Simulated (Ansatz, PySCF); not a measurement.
Reaction: PH3 (SMILES P) → PH3+ (parent SMILES P, doublet) + e-
Each species at its own B3LYP-D3(BJ)/def2-TZVP minimum (Ansatz, a first-principles code).

Total energies in hartree (Ansatz). Radicals and triplets start from unrestricted determinants; spin-orbit coupling is neglected. Cores are frozen in correlated methods. No relativity.

```tsv
species	HF/cc-pV(T+d)Z	CCSD(T)/cc-pV(T+d)Z	HF/cc-pV(Q+d)Z	CCSD(T)/cc-pV(Q+d)Z	CCSDT(Q)/cc-pV(Q+d)Z
1: PH3 (phosphane, SMILES P)	-342.48995	-342.69519	-342.49365	-342.70959	-342.71074
2: PH3+ (parent SMILES P, doublet)	-342.17580	-342.33687	-342.17967	-342.34897	-342.34991
```

### Question
Work out the adiabatic ionisation energy (0 K, zero-point energies from PySCF's Hessians at B3LYP-D3(BJ)/def2-TZVP) in eV: take Hartree-Fock from cc-pV(Q+d)Z, extrapolate the CCSD(T) correlation energy as X^-3 (X = 3, 4), and add CCSDT(Q) - CCSD(T) in cc-pV(Q+d)Z. The further terms named in the bracket sum to -0.00033 hartree. 1 hartree = 27.211 eV.

### Answer

Species 1: correlation (64·(-0.21594) - 27·(-0.20524))/37 = -0.22375; step -0.00115; E1 = -342.49365 + (-0.22375) + (-0.00115) = -342.71855
Species 2: correlation (64·(-0.16930) - 27·(-0.16107))/37 = -0.17531; step -0.00094; E2 = -342.17967 + (-0.17531) + (-0.00094) = -342.35592
-1·E1 +1·E2 -0.00033 = 0.36230 hartree = 9.86 eV. Measured: 9.87 eV (CCCBDB table in ASE). The composite differs from it by -0.01 eV; core, relativistic and spin-orbit terms are not in it.
